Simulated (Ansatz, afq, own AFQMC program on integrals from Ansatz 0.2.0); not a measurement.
**CH$_{3}$, doublet in 6-31G, levels against full CI**

```xyz
4

C     0.0621   -0.1043    0.0003
H     1.1420   -0.0903    0.0000
H    -1.4158    2.3803   -0.0070
H    -0.4658   -1.0466    0.0034
```

Basis 6-31G. Only valence electrons are correlated. AFQMC by an in-house program on the Cholesky factors that Ansatz 0.2.0 writes for its CCSD(T) run. The CISD trial takes its coefficients from CCSD amplitudes. Released means that phaseless walkers are propagated on without the constraint, phases kept. ± is one standard error of the sampling.

Determinant: ROHF, the one that the program's search chose, which needn't be the lowest solution. The geometry is a point of a scan.

Full CI on the same integrals is exact in this basis and with this determinant's frozen core.

Cautions: a spin-contaminated unrestricted determinant lies lower (UHF 4.23 eV lower, ⟨S²⟩ 1.74); the search met a lower determinant of the same kind, perhaps of another symmetry (2.52 eV lower), and this one is a saddle point; strong correlation (T1 0.243, weight of the determinant 0.41, largest double 0.31); the CCSD(T) amplitudes may be one of several solutions (largest double 0.31); the CCSDT(Q) amplitudes may be one of several solutions (largest double 0.65); the CCSDTQ amplitudes may be one of several solutions (largest double 0.65).

```
T1 diagnostic                               : 0.2434
weight of the determinant in the CISD state : 0.414
size of the correlated space                : 7 electrons in 14 orbitals
```

| level | correlation energy (eV) |
| --- | --- |
| MP2 | -3.6494 |
| CCSD | -6.0414 |
| CCSD(T) | -6.1465 |

Estimate where AFQMC with the constraint released lies against CCSD(T) on the same integrals.

0.1 ± 0.5 kJ/mol below CCSD(T). The gap is under twice the noise, so this walk alone can't tell the two apart.

Reference: full CI, correlation energy -6.161 eV. The released energy is read at 2.40 1/Eh (meV from the phaseless value at times in 1/Eh: 2 ± 6 at 0.24, -11 ± 7 at 0.51, -10 ± 5 at 0.99, -12 ± 5 at 1.62, -8 ± 6 at 2.40). The cautions show a poor starting determinant, so the rows tell how each method copes with it here, and full CI is the sure value.

```tsv
level	E − E(reference) (kJ/mol)	share of correlation (%)
CCSD(T)	1.4	99.76
CCSDT	0.0	100.00
CCSDT(Q)	-0.2	100.04
CCSDTQ	0.0	99.99
ph-AFQMC/CISD	2.1 ± 0.7	99.64
released AFQMC	1.3 ± 0.5	99.78
```

CCSDT and higher add their correlation energy to the determinant of the CCSD(T) run, since their own runs factorise the integrals more tightly (a shift of under 2 meV). A walk keeps the symmetry of its determinant, which the program's search chose and which needn't be the lowest solution, so a lower state of the same spin and another symmetry isn't excluded. Released energies are given only where the last usable release times agree within the noise; a slower fall can still hide under it.
